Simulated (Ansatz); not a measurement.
## triplet C₂O: levels of theory in one basis

```csv
atom,x (Å),y (Å),z (Å)
C,0.0000,0.0001,-1.2954
C,0.0000,0.0000,0.0674
O,0.0000,-0.0001,1.2280
```

Basis set: def2-SVP (spherical functions). Frozen core: 3 orbitals. Correlation on ROHF uses semicanonical orbitals with singles. Charge 0, multiplicity 3.

Computed with Ansatz (development build ahead of 0.2.0); each method stands on the lowest determinant of its kind that the runs found.

```json
{"method": "ROHF", "E − E(ROHF) (eV)": "0.00", "<S²> of the determinant": "2.00"}
{"method": "UHF", "E − E(ROHF) (eV)": "-0.28", "<S²> of the determinant": "2.06"}
{"method": "ROHF-MP2", "E − E(ROHF) (eV)": "-10.45", "<S²> of the determinant": "–"}
{"method": "ROHF-CCSD(T)", "E − E(ROHF) (eV)": "-11.31", "<S²> of the determinant": "–"}
{"method": "UHF-CCSD(T)", "E − E(ROHF) (eV)": "-11.30", "<S²> of the determinant": "2.06"}
```

(1) What does UHF-MP2 give on the same scale?

(2) Is a single determinant a sound starting point here?

Results:

(1) -10.34 eV.

(2) By this sign, yes. Unrestricted orbitals gain 0.28 eV and <S²> is 2.06 against 2.00 for a pure state.
